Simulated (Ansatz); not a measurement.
Coupled-cluster run, `O=C(S)CO`.

```yaml
crystal:
  periodic: [false, false, false]
  atoms:
    - {symbol: O, position_ang: [-0.604143, 1.389434, -0.287983]}
    - {symbol: C, position_ang: [-0.144105, 0.450119, 0.304419]}
    - {symbol: S, position_ang: [0.087705, 0.401162, 2.059962]}
    - {symbol: C, position_ang: [0.291909, -0.802535, -0.421644]}
    - {symbol: O, position_ang: [0.046043, -0.699948, -1.784257]}
    - {symbol: H, position_ang: [-0.388986, 1.642547, 2.245650]}
    - {symbol: H, position_ang: [1.361509, -0.954739, -0.218006]}
    - {symbol: H, position_ang: [-0.242999, -1.657630, 0.013422]}
    - {symbol: H, position_ang: [-0.318533, 0.185292, -1.928761]}
basis:
  gaussian: {orbitals: def2-SVP}
correlation: {method: ccsd_t}
```

```sh
$ ansatz run in.yaml --threads 2 --pin off --events-out ev --progress --plain --max-ram 4352MiB
```

Log, shortened:

```
Functional definition: HF
915 factors; integrals over basis functions are off by at most 1.4e-3 eV
mean field evaluation 1: about -17003.0961 eV, gradient 4.3e1 eV
mean field evaluation 2: about -17003.2120 eV, gradient 4.3e1 eV
mean field evaluation 4: about -17007.2277 eV, gradient 4.5e0 eV
mean field evaluation 8: about -17007.3231 eV, gradient 5.7e-1 eV
mean field evaluation 16: about -17007.3264 eV, gradient 1.5e-6 eV
mean field -17007.32643996 eV, -625.0077186888 hartree, gradient 1.5e-6 eV, S^2 0.000000; 0 other end points of the search recorded, 0 dependent functions left out
9 core orbitals not correlated: weight in the atoms' cores, before any rotation towards them, 1.000 or more for the frozen orbitals, at most 0.000 for the correlated occupied ones
reference -17007.32643996 eV, -625.0077186888 hartree; 15, 15 occupied and 70, 70 virtual orbitals, 915 factors
second order -20.85012744 eV of doubles, -0.00000000 eV of singles
cycle   1  -21.14130802 eV  change   -2.9e-1 eV  update   1.2e-1
cycle   2  -21.69548550 eV  change   -5.5e-1 eV  update   3.6e-2
cycle   3  -21.85909495 eV  change   -1.6e-1 eV  update   1.9e-2
cycle   4  -21.85276940 eV  change    6.3e-3 eV  update   4.8e-3
cycle   5  -21.85055160 eV  change    2.2e-3 eV  update   2.0e-3
cycle   6  -21.85104694 eV  change   -5.0e-4 eV  update   7.0e-4
cycle   7  -21.85049594 eV  change    5.5e-4 eV  update   2.6e-4
cycle   8  -21.85041584 eV  change    8.0e-5 eV  update   9.7e-5
cycle   9  -21.85045019 eV  change   -3.4e-5 eV  update   4.4e-5
cycle  10  -21.85044654 eV  change    3.7e-6 eV  update   1.7e-5
perturbative correction -0.68618119 eV, -0.0252166935 hartree
Total energy: -17029.86306769 eV, -625.8359244817 hartree
```

Hardware: 2 threads of an Arm Neoverse V2 on a shared host. Wall time 4.8 s, peak host memory 0.36 GiB.

MP2 recovers 92.5 % of the CCSD(T) correlation energy and the triples give 3.0 %; T1 = 0.0145.
